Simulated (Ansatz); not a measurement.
# PNH+ (quintet): the correlation ladder, def2-QZVPP

The task here is to estimate one member of a computed series from the others.

The runs use Ansatz 0.2.0, Gaussian basis; def2-QZVPP, core rule «outside noble gas», up to 6 orbitals frozen.

To be run: UHF; ROHF; CCSD(T) on UHF.

### What is computed

The geometry is a PBE0/def2-TZVP stationary point (not a proven minimum) of the parent state, kept for this charge and spin.

3 atoms, charge 1, spin multiplicity 5.

Atoms are counted from 1 here; the program's logs count them from 0.

Bond lengths: N1–P2 1.803 Å, P2–H3 1.428 Å. Angles: N1–P2–H3 94.6°.

Geometry (Å):

```xyz
3
charge 1, multiplicity 5
N     0.0000    0.0521    1.2556
P     0.0000   -0.0674   -0.5434
H     0.0000    1.3455   -0.7511
```

The first run:

The input, in.yaml:

```yaml
crystal:
  periodic: [false, false, false]
  atoms:
    - {symbol: N, position_ang: [0.000000, 0.052135, 1.255614]}
    - {symbol: P, position_ang: [0.000000, -0.067361, -0.543360]}
    - {symbol: H, position_ang: [0.000000, 1.345503, -0.751144]}
basis:
  gaussian: {orbitals: "def2-QZVPP.json"}
total_charge: 1
magnetization: {spin_polarized: true, initial_magnetization: 4}
hamiltonian: {xc: hf}
output: {orbitals: {seedname: orbitals}}
```

Started as:

```
$ ansatz run in.yaml --threads 1 --pin off --events-out ev --progress --plain --max-ram 2393MiB
```

Among the steps run: UHF; ROHF; CCSD(T) on UHF.

One table of the session follows, with a row left open; its other results are not shown here.

| method | from UCCSD(T) (meV) |
| --- | --- |
| ROHF | +7792.2 |
| UHF | ? |
| UMP2 | +1316.8 |
| UCCSD | +298.6 |
| UCCSD(T) | 0 |

Q: Estimate the row for UHF from the others.

As computed: from UCCSD(T) (meV): +7401.7. In the column «from UCCSD(T) (meV)» it lies between UMP2 (+1316.8) and ROHF (+7792.2).
